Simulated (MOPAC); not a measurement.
MOPAC input (PM7):

```
PM7 1SCF UHF MS=0.5 GEO-OK AUX(PRECISION=9) THREADS=1
C2H4NO

O     0.24397327 1    1.29816191 1    0.28691816 1
C     0.00564102 1    0.12351485 1    0.02760402 1
N     1.00713546 1   -0.77109991 1   -0.25934767 1
C    -1.34933143 1   -0.39570472 1   -0.01723319 1
H     0.83263926 1   -1.75687301 1   -0.33347649 1
H    -1.57262671 1   -1.42566528 1   -0.26145349 1
H    -2.15610169 1    0.28717211 1    0.19841180 1
H     1.95649730 1   -0.45909057 1   -0.14561854 1
```

Output:

```
 *******************************************************************************
 **                                                                           **
 **                              MOPAC v23.2.5                                **
 **                                                                           **
 *******************************************************************************
 ** MOPAC's Digital Object Identifier: https://doi.org/10.5281/zenodo.6511958 **
 **                                                                           **
 ** Please cite the open-source release paper for use of this MOPAC version:  **
 ** J. E. Moussa and J. J. P. Stewart (2026)                                  **
 ** MOPAC: An open-source semiempirical molecular orbital program             **
 ** J. Open Source Softw., 11(119), 8025, https://doi.org/10.21105/joss.08025 **
 *******************************************************************************

                              PM7 CALCULATION RESULTS

 *******************************************************************************
 *  PM7        - The PM7 Hamiltonian to be used
 *  GEO-OK     - OVERRIDE INTERATOMIC DISTANCE AND OTHER SAFETY CHECKS
 *  UHF        - UNRESTRICTED HARTREE-FOCK CALCULATION
 *  MS=        - IN MECI, MAGNETIC COMPONENT OF SPIN =  0.5
 *  1SCF       - DO 1 SCF AND THEN STOP
 *  AUX        - OUTPUT AUXILIARY INFORMATION
 *******************************************************************************
PM7 1SCF UHF MS=0.5 GEO-OK AUX(PRECISION=9) THREADS=1
 C2H4NO

   ATOM   CHEMICAL          X               Y               Z
  NUMBER   SYMBOL      (ANGSTROMS)     (ANGSTROMS)     (ANGSTROMS)

     1       O          0.24397327  *   1.29816191  *   0.28691816  *
     2       C          0.00564102  *   0.12351485  *   0.02760402  *
     3       N          1.00713546  *  -0.77109991  *  -0.25934767  *
     4       C         -1.34933143  *  -0.39570472  *  -0.01723319  *
     5       H          0.83263926  *  -1.75687301  *  -0.33347649  *
     6       H         -1.57262671  *  -1.42566528  *  -0.26145349  *
     7       H         -2.15610169  *   0.28717211  *   0.19841180  *
     8       H          1.95649730  *  -0.45909057  *  -0.14561854  *

          CARTESIAN COORDINATES

    NO.       ATOM           X           Y           Z

     1         O          0.2440      1.2982      0.2869
     2         C          0.0056      0.1235      0.0276
     3         N          1.0071     -0.7711     -0.2593
     4         C         -1.3493     -0.3957     -0.0172
     5         H          0.8326     -1.7569     -0.3335
     6         H         -1.5726     -1.4257     -0.2615
     7         H         -2.1561      0.2872      0.1984
     8         H          1.9565     -0.4591     -0.1456

 General Reference for PM7:
 "Optimization of Parameters for Semiempirical Methods VI: More Modifications to the
 NDDO Approximations and Re-optimization of Parameters", J. J. P. Stewart, J. Mol. Mod., 1:32, 19 (2013)
 https://link.springer.com/article/10.1007/s00894-012-1667-x

           Empirical Formula: C2 H4 N O  =     8 atoms

      MOLECULAR POINT GROUP   :   C1

          UHF CALCULATION, NO. OF ALPHA ELECTRONS =   12
                           NO. OF BETA  ELECTRONS =   11

 -------------------------------------------------------------------------------
 PM7 1SCF UHF MS=0.5 GEO-OK AUX(PRECISION=9) THREADS=1
 C2H4NO

     1SCF WAS SPECIFIED, SO BFGS WAS NOT USED
     SCF FIELD WAS ACHIEVED

                              PM7 CALCULATION
                                                       MOPAC v23.2.5 Linux

          FINAL HEAT OF FORMATION =        -16.37614 KCAL/MOL =     -68.51778 KJ/MOL

          COSMO AREA              =         93.84 SQUARE ANGSTROMS
          COSMO VOLUME            =         76.34 CUBIC ANGSTROMS

          IONIZATION POTENTIAL    =         10.290125 EV
          ALPHA SOMO LUMO (EV)    =        -10.440  1.287
          BETA  SOMO LUMO (EV)    =        -10.290 -1.107
          NO. OF ALPHA ELECTRONS  =         12
          NO. OF BETA  ELECTRONS  =         11
          MOLECULAR WEIGHT        =         58.0597         POINT GROUP:  C1

          MOLECULAR DIMENSIONS (Angstroms)

            Atom       Atom       Distance
            H     8    H     7     4.19389
            H     6    O     1     3.07460
            H     5    N     3     0.14085

          SCF CALCULATIONS        =          1

   ATOM   CHEMICAL          X               Y               Z
  NUMBER   SYMBOL      (ANGSTROMS)     (ANGSTROMS)     (ANGSTROMS)

     1       O          0.24397327  *   1.29816191  *   0.28691816  *
     2       C          0.00564102  *   0.12351485  *   0.02760402  *
     3       N          1.00713546  *  -0.77109991  *  -0.25934767  *
     4       C         -1.34933143  *  -0.39570472  *  -0.01723319  *
     5       H          0.83263926  *  -1.75687301  *  -0.33347649  *
     6       H         -1.57262671  *  -1.42566528  *  -0.26145349  *
     7       H         -2.15610169  *   0.28717211  *   0.19841180  *
     8       H          1.95649730  *  -0.45909057  *  -0.14561854  *

                             CARTESIAN COORDINATES

   1    O        0.243973270     1.298161910     0.286918160
   2    C        0.005641020     0.123514850     0.027604020
   3    N        1.007135460    -0.771099910    -0.259347670
   4    C       -1.349331430    -0.395704720    -0.017233190
   5    H        0.832639260    -1.756873010    -0.333476490
   6    H       -1.572626710    -1.425665280    -0.261453490
   7    H       -2.156101690     0.287172110     0.198411800
   8    H        1.956497300    -0.459090570    -0.145618540

           Empirical Formula: C2 H4 N O  =     8 atoms

      MOLECULAR POINT GROUP   :   C1

          ALPHA EIGENVALUES
 -37.26007 -30.18286 -25.75195 -20.61522 -18.19066 -17.00022 -14.92833 -14.54865
 -14.11754 -10.81596 -10.64688 -10.44031   1.28697   2.42843   3.66597   4.59050
   5.31615   5.51010   5.74282   6.56865

           BETA EIGENVALUES
 -37.20718 -29.87506 -25.38079 -20.47465 -18.11221 -16.83131 -14.52085 -14.33196
 -13.96368 -10.62123 -10.29012  -1.10675   1.87036   2.46715   3.87154   4.67099
   5.43748   5.65240   5.88402   6.58709

              NET ATOMIC CHARGES AND DIPOLE CONTRIBUTIONS

  ATOM NO.   TYPE          CHARGE      No. of ELECS.   s-Pop       p-Pop
    1          O          -0.503330        6.5033     1.88839     4.61494
    2          C           0.555063        3.4449     1.06253     2.38241
    3          N          -0.676505        5.6765     1.54625     4.13026
    4          C          -0.316935        4.3169     1.15050     3.16643
    5          H           0.305795        0.6942     0.69420
    6          H           0.151910        0.8481     0.84809
    7          H           0.173114        0.8269     0.82689
    8          H           0.310887        0.6891     0.68911
 DIPOLE           X         Y         Z       TOTAL
 POINT-CHG.    -0.589    -3.769    -0.484     3.845
 HYBRID         0.447    -0.222     0.134     0.517
 SUM           -0.142    -3.990    -0.350     4.008

          ATOMIC ORBITAL ELECTRON POPULATIONS

     Atom    s        px        py        pz
    1  O   1.88839   1.86020   1.25350   1.50125
    2  C   1.06253   0.83910   0.80216   0.74115
    3  N   1.54625   1.19982   1.19738   1.73306
    4  C   1.15050   1.06315   1.12014   0.98314
    5  H   0.69420
    6  H   0.84809
    7  H   0.82689
    8  H   0.68911

                    (SZ)    =    0.500000
                    (S**2)  =    0.756664

          ATOMIC ORBITAL SPIN POPULATIONS

    Atom   Total    s     px     py     pz
         Atomic
    1  O  0.1022  0.003 -0.001  0.006  0.095
    2  C -0.0767 -0.011 -0.016 -0.009 -0.041
    3  N  0.0250  0.000  0.001  0.002  0.022
    4  C  1.0099  0.025  0.036  0.082  0.867
    5  H -0.0013 -0.001
    6  H -0.0287 -0.029
    7  H -0.0281 -0.028
    8  H -0.0023 -0.002

 **********************
 *                    *
 * JOB ENDED NORMALLY *
 *                    *
 **********************

 == MOPAC DONE ==
```
